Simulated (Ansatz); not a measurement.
Reaction (SMILES): C#N (CH-N) → [C]#N (C-N) + H atom
B3LYP-D3(BJ)/def2-TZVP geometries, fixed; electronic energies without zero-point terms.
Largest species:
```xyz
3

C      0.0000     0.0000    -0.4969
N      0.0000     0.0000     0.6493
H      0.0000     0.0000    -1.5636
```
Charge 0, spin multiplicity 1.

Basis-set convergence of the bond dissociation energy at CCSD(T) with Ansatz (a first-principles code). Cartesian d functions, on some or all atoms, in 6-31G**, 6-31+G*; all else is spherical. Cores are frozen. The T1 diagnostic of CCSD is high for at least one species. An unrestricted Hartree-Fock determinant is markedly spin-contaminated. Open shells are unrestricted. No added dispersion term, no relativity. Functions are those of the species that has most. Reference: Hartree-Fock in aug-cc-pVQZ plus the correlation part extrapolated as X^-3 from aug-cc-pVTZ and aug-cc-pVQZ, 133.43 kcal/mol, itself unsure by roughly 0.29 kcal/mol (a third of the extrapolation step and of the last Hartree-Fock step).

```
basis        functions  bond dissociation energy (kcal/mol)
-----------  ---------  -----------------------------------
def2-SV(P)          30                           (withheld)
cc-pVDZ             33                               125.55
pcseg-1             33                               126.94
6-31G**             35                           (withheld)
6-31+G*             40                               122.75
aug-pcseg-1         55                               127.96
pcseg-2             74                               131.76
def2-TZVPP          76                               131.49
def2-TZVPPD         91                           (withheld)
aug-cc-pVTZ        115                               131.96
aug-pcseg-2        115                               132.03
def2-QZVPP         144                           (withheld)
def2-QZVPPD        159                               132.65
```

Problem. Some entries are withheld; supply them.

Solution. 
- def2-SV(P), bond dissociation energy (kcal/mol): 121.67
- 6-31G**, bond dissociation energy (kcal/mol): 127.27
- def2-TZVPPD, bond dissociation energy (kcal/mol): 131.59
- def2-QZVPP, bond dissociation energy (kcal/mol): 132.67
